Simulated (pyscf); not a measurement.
## Routes from silane (SiH₄) + H₂Si=PH

Candidate steps break at most two bonds and form at most two. Each was searched with GFN2-xTB (tblite) first. Structures and frequencies: ωB97X-D3(BJ)/def2-SVP in PySCF. MP2 and CC: frozen core, UHF for open shells. ΔMP2 is the change of the MP2 total energy from the triple- to the quadruple-zeta basis. Energies: CCSD(T)/def2-TZVPP + ΔMP2(QZVPP), kcal/mol, from the separated reactants, singlet surface; ΔG‡ with ideal gas, 1 atm, RRHO with modes under 100 cm⁻¹ raised to 100, one conformer, R ln 2 for chiral ones without a mode under 150 cm⁻¹.

| products | type | ΔE‡ | ΔE | ΔG‡ 298 K | ΔG‡ 900 K | ν‡ (cm⁻¹) |
|---|---|---|---|---|---|---|
| H₃Si–PH–SiH₃ | addition across a multiple bond or ene-type step | 15.4 | -39.0 | 26.4 | 46.5 | 388i |
| H₃Si–SiH₂–PH₂ | addition across a multiple bond or ene-type step | 37.5 | -33.8 | 46.9 | 66.2 | 1079i |

Plain bond fissions and candidates not yet searched are not listed, and one of them may be faster. Each barrier is that of the saddle found; lower ones may exist. The CCSD(T) − MP2 part came from Ansatz, without density fitting, on the same reference.
